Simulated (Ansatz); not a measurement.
C3H5FS, SMILES FCC1CS1, a geometry optimisation

With the Ansatz DFT code, driven from Python.

Notebook, run cell by cell (the value of a cell's last expression is shown):

```python
import warnings

import ansatz as az
from ase import Atoms
import numpy as np

warnings.simplefilter("ignore", az.DeckWarning)
```

```python
atoms = Atoms(["F", "C", "C", "C", "S", "H", "H", "H", "H", "H"], positions=[
    (-1.3051, -0.8603, -1.3316),
    (-0.5102, -1.0989, -0.3156),
    (-0.3112, 0.163, 0.4326),
    (0.8442, 1.1506, 0.0037),
    (1.1101, 0.2664, 1.4471),
    (-0.9844, -1.8388, 0.3112),
    (0.4352, -1.5142, -0.7408),
    (-1.1631, 0.5708, 0.8472),
    (1.3999, 0.9122, -0.7999),
    (0.5677, 2.1981, 0.149),
])
molecule = az.Crystal.molecule_from_ase(atoms)
```

```python
setup = (
    molecule.calculation()
    .basis(gaussian="def2-SVP")  # atom-centred Gaussian functions
    .functional("b3lyp")  # level of theory
)
symbols = [site.symbol for site in molecule.cartesian_sites]
start = np.array([site.position_ang for site in molecule.cartesian_sites], dtype=float)
report = setup.relax(force_tolerance=0.02).run(threads=1, pin="off").report
end = np.array(report["positions_ang"])
```

    

```python
print(f"E = {report['free_energy_ev']:.6f} eV = {report['free_energy_ev'] / 27.211386246:.7f} Ha")
print("converged:", report["converged"], " doubts:", report["published_state_doubts"] or "none")

print("bond        before    after (A)")
for i, j in [(0, 1), (1, 2), (1, 5), (1, 6), (2, 3), (2, 4), (2, 7), (3, 4), (3, 8), (3, 9)]:
    d0, d1 = (np.linalg.norm(xyz[i] - xyz[j]) for xyz in (start, end))
    print(f"{symbols[i]}{i}-{symbols[j]}{j}".ljust(10), f"{d0:8.4f} {d1:8.4f}")
```

    E = -16736.593675 eV = -615.0584731 Ha
    converged: True  doubts: none
    bond        before    after (A)
    F0-C1        1.3119   1.3846
    C1-C2        1.4805   1.5079
    C1-H5        1.0794   1.1033
    C1-H6        1.1167   1.1032
    C2-C3        1.5793   1.4824
    C2-S4        1.7493   1.8299
    C2-H7        1.0315   1.0968
    C3-S4        1.7135   1.8309
    C3-H8        1.0057   1.0960
    C3-H9        1.0931   1.0946

Caveats:
- Total energies depend on the basis set; only differences at equal settings carry meaning.
- The end point is the stationary point reached from this start; no frequency run checks that it is a minimum, and the basis set is modest.
- b3lyp holds the VWN-RPA fit, as in Gaussian; the form of ORCA and Turbomole is b3lyp5.
- Hardware and time: 38 s on 1 thread of Arm Neoverse V1, with other jobs on the host, peak memory 0.28 GiB.

(Lines on the test bed's own set-up are left out of the output.)
